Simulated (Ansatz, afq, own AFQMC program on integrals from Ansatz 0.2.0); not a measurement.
AFQMC on a folder of integrals that Ansatz 0.2.0 wrote.

```yaml
crystal:
  periodic: [false, false, false]
  atoms:
    - {symbol: Si, position_ang: [0.000000, 0.089927, 1.825535]}
    - {symbol: Al, position_ang: [0.000000, -0.146353, -2.055278]}
    - {symbol: H, position_ang: [0.000000, 1.471053, 2.390400]}
    - {symbol: H, position_ang: [1.198904, -0.618227, 2.361150]}
    - {symbol: H, position_ang: [-1.198904, -0.618227, 2.361150]}
    - {symbol: H, position_ang: [0.000000, 1.177352, -2.962160]}
basis:
  gaussian: {orbitals: 6-31G}
magnetization: {spin_polarized: true, initial_magnetization: 1}
correlation: {method: ccsd_t, electrons: outside_noble_gas, hamiltonian_folder: ham}
```

```sh
$ ansatz run in.yaml --threads 1 --pin off --events-out ev --progress --plain --max-ram 1382MiB
```

afq runs on the folder ham with

```
--method phaseless --trial cisd --walkers 80 --populations 1 --least-time 40 --time-step 0.005 --steps-per-block 50 --equilibration-blocks 40 --max-blocks 300 --target-error 0.0008 --factor-cut 1e-05 --start spin_pure --seed 9263 --release-times 0.24,0.51,0.99,1.62,2.4 --release-step 0.03 --release-every 4 --taylor-order 6
```

Times are imaginary, in 1/Eh. The walk had a cap of 531 s.

afq prints:

```
orbitals 24  electrons 6 5  factors 155 of 406
reference energy -532.99295724 Eh
CCSD correlation -0.11393228 Eh in 16 cycles, weight of the determinant in the CISD state 0.8554
energy of the start -533.101748 Eh
 block  time / (1/Eh)  mean weight  energy / Eh
     1     0.250  1.0003  -533.102056
     2     0.500  0.9999  -533.103216
     3     0.750  0.9997  -533.104123
     4     1.000  1.0006  -533.105521
     5     1.250  0.9987  -533.106322
     9     2.250  0.9998  -533.106020
    21     5.250  1.0005  -533.108913
    26     6.500  0.9996  -533.105978
    41    10.250  1.0011  -533.109868
    61    15.250  1.0010  -533.108716
    81    20.250  1.0002  -533.108330
   101    25.250  0.9992  -533.107495
   121    30.250  1.0005  -533.109128
   126    31.500  0.9993  -533.111010
   141    35.250  1.0000  -533.108177
   161    40.250  0.9991  -533.108270
   181    45.250  0.9996  -533.108374
   196    49.000  0.9999  -533.107890
blocks merged  error / Eh  count
     1  0.000089  160
     2  0.000109  80
     4  0.000132  40
     8  0.000140  20
    16  0.000136  10
released: time / (1/Eh)  energy / Eh  error  mean overlap
  0.24  -533.109026  0.000199  1.0072
  0.51  -533.108898  0.000185  1.0071
  0.99  -533.108883  0.000184  1.0134
  1.62  -533.109217  0.000191  1.0091
  2.40  -533.109053  0.000219  1.0363
energy -533.108947 +/- 0.000140 Eh
(rows thinned)
```

The run passed its tests (sampling time, drift between the halves within three errors, error under three times the target), which doesn't prove that it has relaxed.

Against this walk (error 3.8 meV) on the same determinant: CCSD(T) 16.7 meV higher, CCSDT(Q) 6.4 meV lower (within the noise). The error is statistical and leaves out the bias of the constraint. The determinant has ⟨S²⟩ = 0.95, so the low cluster orders mix in higher spin (the high orders can go on to a lower state of that spin), while the walk starts as a pure doublet. None of these is a sure reference here. Released to 2.40 1/Eh the energy moves by -3 ± 7 meV (both errors), within twice the noise.

Cautions: constraint bias not in the error; unrestricted determinant spin contaminated (⟨S²⟩ 0.95 against 0.75).

The walk took 6.8 min on 1 thread of Intel(R) Xeon(R) Processor @ 2.50GHz (Skylake/Cascade Lake), with other jobs on the host. The log's last line is the phaseless energy.

CCSDT and higher add their correlation energy to the determinant of the CCSD(T) run, since their own runs factorise the integrals more tightly (a shift of under 2 meV). A walk keeps the symmetry of its determinant, which the program's search chose and which needn't be the lowest solution, so a lower state of the same spin and another symmetry isn't excluded.
